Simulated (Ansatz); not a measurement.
Reaction (SMILES): P (PH3) + H+ -> [PH4+]
Geometries: B3LYP-D3(BJ)/def2-TZVP minima from Ansatz (an electronic-structure program).
Geometry of the first species:
SMILES: P
```xyz
4

P      0.0029     0.0016     0.1282
H     -0.0038     1.1839    -0.6561
H      1.0120    -0.6137    -0.6568
H     -1.0521    -0.5944    -0.6098
```
Charge 0, spin multiplicity 1.

Property: proton affinity (electronic energy difference), positive where the reaction releases energy, in kcal/mol. Cores are frozen in the correlated levels unless marked. Spin-orbit coupling is left out. No relativistic terms. CBS marks a two-point X^-3 extrapolation of the correlation energy; Hartree-Fock from the larger set.

```
level              program  proton affinity (kcal/mol)
-----------------  -------  --------------------------
HF/6-31G            Ansatz                       188.8
revPBE/def2-TZVPD   Ansatz                       192.6
```

Task: Predict the CCSD(T)/CBS(cc-pV(T+d)Z,cc-pV(Q+d)Z) result (Ansatz).

Result: 193.3 kcal/mol
